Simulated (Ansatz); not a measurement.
```yaml
crystal:
  periodic: [false, false, false]
  atoms:
    - {symbol: C, position_ang: [-1.532387, 0.289861, -0.004049]}
    - {symbol: Se, position_ang: [0.223071, -0.060997, 0.000657]}
    - {symbol: H, position_ang: [0.785103, 1.324357, -0.003187]}
basis:
  gaussian: {orbitals: def2-TZVP}
magnetization: {spin_polarized: true, initial_magnetization: 3}
hamiltonian: {xc: pbe0}
relax: {f_tol: 0.004, max_steps: 80}
```

```sh
$ ansatz run in.yaml --threads 1 --pin off --events-out ev --progress --plain --max-ram 2176MiB
```

Steps of the relaxation (energy above the last step; positions in Å, forces in eV/Å):

```
3
step 1, 40.3 meV
C    -1.532    0.290   -0.004   -1.019    0.369   -0.003
Se    0.223   -0.061    0.001    1.282   -0.239    0.003
H     0.785    1.324   -0.003   -0.263   -0.130    0.000
```

```
3
step 2, 10.7 meV
C    -1.513    0.325   -0.004   -0.621    0.081   -0.002
Se    0.254   -0.090    0.001    0.600    0.094    0.001
H     0.735    1.319   -0.003    0.022   -0.175    0.001
```

```
3
step 3, 0.1 meV
C    -1.536    0.318   -0.004   -0.028    0.011    0.000
Se    0.263   -0.082    0.001    0.047    0.026    0.000
H     0.749    1.317   -0.003   -0.019   -0.037    0.000
```

```
3
step 4, 0.0 meV
C    -1.536    0.319   -0.004    0.000    0.000    0.000
Se    0.264   -0.083    0.001    0.000    0.003    0.000
H     0.747    1.316   -0.003   -0.001   -0.002    0.000
```

Close pairs at the end: Se2–H3 1.480 Å, C1–Se2 1.845 Å.

A stationary point of unrestricted PBE0 after 4 steps, with ⟨S²⟩ = 3.758 against 3.75 for a pure state; no frequencies were run, so it isn't proven a minimum. 9.5 s on 1 thread of Intel Xeon Platinum 8559C, shared host.
